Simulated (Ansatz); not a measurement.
in.yaml

```yaml
crystal:
  periodic: [false, false, false]
  atoms:
    - {symbol: Al, position_ang: [0.000000, 0.000000, 0.105100]}
    - {symbol: C, position_ang: [0.000000, 0.000000, -1.811100]}
    - {symbol: H, position_ang: [0.000000, 0.000000, 1.706000]}
basis:
  gaussian: {orbitals: def2-mTZVP}
magnetization: {spin_polarized: false, initial_magnetization: 2}
correlation: {active_space: {ras: {orbitals: [3, 2, 33], electrons: 8, max_holes: 2, max_particles: 2}, fixed_orbitals: true}}
output: {forces: true}
```

```sh
$ ansatz run in.yaml --threads 1 --pin off --events-out ev --progress --plain --max-ram 2393MiB
```

Output:

```
402 factors; integrals over basis functions are off by at most 1.2e-3 eV
mean field evaluation 1: about -7622.9762 eV, gradient 1.4e1 eV
mean field evaluation 2: about -7623.0227 eV, gradient 1.4e1 eV
mean field evaluation 4: about -7623.8153 eV, gradient 4.2e0 eV
mean field evaluation 8: about -7623.8847 eV, gradient 3.2e-1 eV
mean field evaluation 16: about -7623.8858 eV, gradient 2.0e-6 eV
mean field evaluation 32: about -7622.9459 eV, gradient 1.9e-1 eV
mean field -7623.88576462 eV, -280.1726341944 hartree, gradient 2.0e-6 eV, S^2 2.000000; 7 other end points of the search recorded, 0 dependent functions left out
reference -7623.88576462 eV, -280.1726341944 hartree; 11, 9 occupied and 33, 35 virtual orbitals, 402 factors
state -7628.20887689 eV, -280.3315056402 hartree
the calculation of the forces begins
Total energy: -7628.20887689 eV, -280.3315056402 hartree
Atom 0 at     0.000000     0.000000     0.105100 Å, force    -0.000000    -0.000000     0.120402 eV/Å
Atom 1 at     0.000000     0.000000    -1.811100 Å, force    -0.000000    -0.000000    -0.173009 eV/Å
Atom 2 at     0.000000     0.000000     1.706000 Å, force     0.000000     0.000000     0.052608 eV/Å
Dipole moment:     0.000000     0.000000     0.800503 e Å
```

Forces (eV/Å):
```
Al   0.000  0.000  0.120
C    0.000  0.000 -0.173
H    0.000  0.000  0.053
```

Ran on 1 thread of AMD EPYC 9R45, shared host: 1.5 s wall, 0.18 GiB peak host memory.
